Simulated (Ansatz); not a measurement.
# AlH3F (doublet): the correlation ladder at distance Al1–H4 along a hydrogen transfer = 1.815 Å, cc-pVDZ

The task here is to estimate one member of a computed series from the others.

Computed with Ansatz 0.2.0, Gaussian basis. Level: cc-pVDZ, core rule «outside noble gas», up to 6 orbitals frozen.

The runs, in order: UHF; CCSD(T) on ROHF; CCSD(T) on UHF; BCCD(T) on ROHF; CISD; CCSDT(Q) on ROHF; CCSDT(Q) on UHF; CASSCF and MRCISD+Q, 3 electrons in 3 orbitals; CASSCF and NEVPT2, 3 electrons in 3 orbitals.

19 further runs of the same task are left out: 9 for a known fault of the program, 8 that didn't finish, 2 set aside as unsound or not needed.

**The system**

The geometry derives from fragments relaxed apart (PBE0/def2-TZVP) and kept rigid, so it is no stationary point. A hydrogen atom is moved between rigid fragments.

5 atoms, charge 0, spin multiplicity 2.

Atoms are counted from 1 here; the program's logs count them from 0.

Bond lengths: Al1–H2 1.586 Å, Al1–H3 1.586 Å, Al1–H4 1.815 Å, H4–F5 0.991 Å. Angles: H2–Al1–H3 120.0°, H2–Al1–H4 120.0°, H3–Al1–H4 120.0°, Al1–H4–F5 180.0°.

Coordinates:

```xyz
5
charge 0, multiplicity 2
Al   -1.0926    0.0000    0.0000
H    -1.8855    1.3734    0.0000
H    -1.8855   -1.3734    0.0000
H     0.7224    0.0000    0.0000
F     1.7134    0.0000    0.0000
```

Set-up of the first run:

The input, in.yaml:

```yaml
crystal:
  periodic: [false, false, false]
  atoms:
    - {symbol: Al, position_ang: [-1.092579, 0.000000, 0.000000]}
    - {symbol: H, position_ang: [-1.885503, 1.373384, 0.000000]}
    - {symbol: H, position_ang: [-1.885503, -1.373384, 0.000000]}
    - {symbol: H, position_ang: [0.722421, 0.000000, 0.000000]}
    - {symbol: F, position_ang: [1.713421, 0.000000, 0.000000]}
basis:
  gaussian: {orbitals: cc-pVDZ}
magnetization: {spin_polarized: true, initial_magnetization: 1}
hamiltonian: {xc: hf}
output: {orbitals: {seedname: orbitals}}
```

Started as:

```bash
$ ansatz run in.yaml --threads 1 --pin off --events-out ev --progress --plain --max-ram 2393MiB
```

Among the steps run: UHF; CCSD(T) on ROHF; CCSD(T) on UHF; BCCD(T) on ROHF; CISD; CCSDT(Q) on ROHF; CCSDT(Q) on UHF; CASSCF and MRCISD+Q, 3 electrons in 3 orbitals; CASSCF and NEVPT2, 3 electrons in 3 orbitals.

One table of the session follows, with a row left open; its other results are not shown here.

It belongs to the step «Misses and costs». 

```
   method  from UCCSDT(Q) (meV)
     ROHF               +8137.1
      UHF                     ?
     RMP2                +778.1
     UMP2                +793.9
     CISD                +705.7
    RCCSD                +143.5
    UCCSD                +141.2
 RCCSD(T)                 +31.6
 UCCSD(T)                 +31.5
  BCCD(T)                 +30.0
   RCCSDT                 +14.2
   UCCSDT                 +13.8
RCCSDT(Q)                  +0.9
UCCSDT(Q)                     0
```

Q: Estimate the row for UHF from the others.

As computed: from UCCSDT(Q) (meV): +8059.9. In the column «from UCCSDT(Q) (meV)» it lies between UMP2 (+793.9) and ROHF (+8137.1).

Left out of the table: CASSCF pair, NEVPT2 pair, MRCISD pair, MRCISD+Q pair (the active space lost an orbital or holds another state than full CI finds).

To keep in mind: Restricted and unrestricted rows rest on different reference determinants; where their highest levels disagree by more than a few hundredths of an eV, they describe different states and don't form one ladder. Warnings in the runs' records: passed over end.
